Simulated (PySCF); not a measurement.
**BH₄F, a complex of two parts: interaction energy**

An exercise on one series of results from a longer session: the logs are not shown, and one member is left open.

Computed with PySCF 2.14.0; each step states its level. No surroundings beyond the atoms listed, unless a continuum is named. Atoms count from 0, parts from 1.

## Starting point

6 atoms, charge 0, multiplicity 1; geometry: GFN2-xTB. Parts: 1 = atoms 0–3, `B`, charge 0; 2 = atoms 4–5, `F`, charge 0.

The first run:

Job settings and geometry (Å):

```
{"job": {"xc": "PBE0", "basis": "def2-TZVPD", "d3": "d3bj", "grid": 3, "kind": "geom", "shake": 0.01}, "charge": 0, "multiplicity": 1, "parts": [{"atoms": "0-3", "charge": 0, "multiplicity": 1}, {"atoms": "4-5", "charge": 0, "multiplicity": 1}]}
B     -0.030007     0.134803     0.094668
H     -0.406251     1.180950    -0.346430
H     -0.818089    -0.733169     0.112802
H      1.080262    -0.002851     0.450040
F      0.358561     2.092560     2.338370
H      0.398985     1.605347     1.552905
```

Launch:

```bash
$ OMP_NUM_THREADS=1 python cluster_run.py task.json out
```

The driver reads the jobs from task.json and runs them one after another.

Steps of the session up to this table: Optimising the geometry at PBE0-D3(BJ)/def2-TZVPD; Coupled-cluster interaction energy: CCSD(T) and MP2, 2.47 Å; Coupled-cluster interaction energy: CCSD(T) and MP2, 2.60 Å; Coupled-cluster interaction energy: CCSD(T) and MP2, 2.72 Å; Coupled-cluster interaction energy: CCSD(T) and MP2, 2.35 Å; Coupled-cluster interaction energy: CCSD(T) and MP2, 3.09 Å; Coupled-cluster interaction energy: CCSD(T) and MP2, 2.22 Å; Coupled-cluster interaction energy: CCSD(T) and MP2, 3.71 Å; Coupled-cluster interaction energy: CCSD(T) and MP2, 4.94 Å.

One table of the session follows, with a row left open; its other results are not shown here.

It belongs to the step «Coupled-cluster interaction energy: CCSD(T) and MP2, 4.94 Å». 

| method | interaction energy (kcal/mol) |
| --- | --- |
| HF/aug-cc-pVDZ | -0.127 |
| MP2/aug-cc-pVDZ | ? |
| CCSD/aug-cc-pVDZ | -0.143 |
| CCSD(T)/aug-cc-pVDZ | -0.146 |
| HF/aug-cc-pVQZ | -0.127 |
| MP2/aug-cc-pVQZ | -0.149 |
| SCS-MP2/aug-cc-pVQZ | -0.140 |
| MP2, extrapolated | -0.149 |
| CCSD(T), limit estimate | -0.150 |

Q: Estimate the row for MP2/aug-cc-pVDZ from the others.

**Answer.** interaction energy (kcal/mol): -0.145. In the column «interaction energy (kcal/mol)» it lies between CCSD(T)/aug-cc-pVDZ (-0.146) and CCSD/aug-cc-pVDZ (-0.143).
